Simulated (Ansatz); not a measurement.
**BF: ionisation energy by level of theory**

The task here is to estimate one member of a computed series from the others.

Computed with Ansatz 0.2.0, Gaussian basis. Level: unrestricted cation, the program's frozen cores in correlated methods.

Levels to be run: UKS PBE-D4/def2-TZVPP; UKS r2SCAN-D4/def2-TZVPP; UKS PBE0-D4/def2-TZVPP; UKS B3LYP-D4/def2-TZVPP; UKS wB97X-V/def2-TZVPP; UKS wB97M-V/def2-TZVPP; UKS B2PLYP/def2-TZVPP; UHF-CCSD(T)/def2-TZVPP; UHF-CCSD(T)/def2-QZVPP; extrapolation to the limit; then −ε(HOMO) from the neutral's earlier runs with LDA (SPW92), PBE-D4, revPBE-D4, BLYP-D4, r2SCAN-D4, B97M-V, PBE0-D4, B3LYP-D4, r2SCANh-D4, r2SCAN0-D4, HSE06-D4, BHLYP-D4, CAM-B3LYP-D4, LC-ωPBE, ωB97X-V, ωB97M-V.

## The geometry

The geometry comes from an earlier relaxation with PBE0-D4 in a triple-zeta def2 set; it is a stationary point.

SMILES `[B]F`, 2 atoms, charge 0, spin multiplicity 1.

Atoms are counted from 1 here; the program's logs count them from 0.

Bond lengths: B1–F2 1.263 Å.

Set-up of the first run:

The input, in.yaml:

```yaml
crystal:
  periodic: [false, false, false]
  atoms:
    - {symbol: B, position_ang: [0.000000, -0.000000, -0.009364]}
    - {symbol: F, position_ang: [-0.000000, 0.000000, 1.253754]}
basis:
  gaussian: {orbitals: def2-TZVPP}
total_charge: 1
magnetization: {spin_polarized: true, initial_magnetization: 1}
hamiltonian: {xc: pbe, dispersion: d4}
```

The run is started by

```sh
ansatz run in.yaml --threads 2 --pin off --events-out ev --progress --plain --max-ram 32768MiB --backend cpu
```

Among the steps run: Cation, UKS PBE-D4/def2-TZVPP; Cation, UKS r2SCAN-D4/def2-TZVPP; Cation, UKS PBE0-D4/def2-TZVPP; Cation, UKS B3LYP-D4/def2-TZVPP; Cation, UKS wB97X-V/def2-TZVPP; Cation, UKS wB97M-V/def2-TZVPP; Cation, UKS B2PLYP (frozen core)/def2-TZVPP; Cation, UHF-CCSD(T)/def2-TZVPP; Cation, UHF-CCSD(T)/def2-QZVPP.

One of the session's tables, all rows but one given; the rest of the session is left out.

For comparison, −ε(HOMO) of the neutral from earlier runs:

```
  functional  −ε(HOMO) (eV)
 LDA (SPW92)           6.81
      PBE-D4           6.75
   revPBE-D4              ?
     BLYP-D4           6.67
   r2SCAN-D4           7.01
      B97M-V           7.09
     PBE0-D4           8.02
    B3LYP-D4           7.84
  r2SCANh-D4           7.48
  r2SCAN0-D4           8.18
    HSE06-D4           7.61
    BHLYP-D4           9.21
CAM-B3LYP-D4           9.48
     LC-ωPBE          10.88
     ωB97X-V          10.50
     ωB97M-V          10.30
```

Estimate the missing values for revPBE-D4.

**Answer.** −ε(HOMO) (eV): 6.73. In the column «−ε(HOMO) (eV)» it lies between BLYP-D4 (6.67) and PBE-D4 (6.75).
